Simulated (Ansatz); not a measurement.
Ideal-gas functions of dimethyl ether, C₂H₆O at 800 K and 1 bar, from an Ansatz frequency run at PBE0-D4/def2-TZVP.

Molar mass 46.07 g/mol, point group C2v (symmetry number 2), electronic degeneracy 1, moments of inertia 12.798, 49.682, 56.082 u Å². Harmonic wavenumbers (cm⁻¹, unscaled): 213, 248, 413, 977, 1134, 1163, 1194, 1226, 1271, 1454, 1475, 1484, 1484, 1491, 1510, 2977, 2989, 3028, 3034, 3134, 3136.

Use S(trans) = R[1.5 ln M + 2.5 ln T − 1.1517]; rotational temperatures θ = 24.2544 K / I; S(rot) = R[ln(√π/σ · √(T³/θAθBθC)) + 1.5]; for each mode x = 1.438777 ν̃/T, S = R[x/(eˣ − 1) − ln(1 − e⁻ˣ)] and H = RT x/(eˣ − 1); 1 cm⁻¹ = 0.0119627 kJ/mol; R = 8.31446 J/(mol·K).

Q: By hand: the entropy, in J/(mol·K).

A: Translation 177.1. Rotation: θ = 1.8952, 0.4882, 0.4325 K, giving 98.6. Vibration, mode by mode: 16.34, 15.10, 10.98, 4.62, 3.69, 3.55, 3.39, 3.24, 3.04, 2.35, 2.28, 2.25, 2.25, 2.23, 2.17, 0.25, 0.25, 0.23, 0.23, 0.20, 0.20, in all 78.8. Electronic 0.0. Sum 354.5 J/(mol·K).

Q: By hand: H − E and G − E in kJ/mol, counted from the electronic energy.

A: Zero-point energy ½ × 35035 × 0.0119627 = 209.6; thermal vibration 35.9; translation, rotation and pV give 4 RT = 26.6. H − E = 272.1 kJ/mol, and G − E = 272.1 − 800 × 354.5/1000 = -11.5 kJ/mol.

Vibration gives 22 % of the entropy.
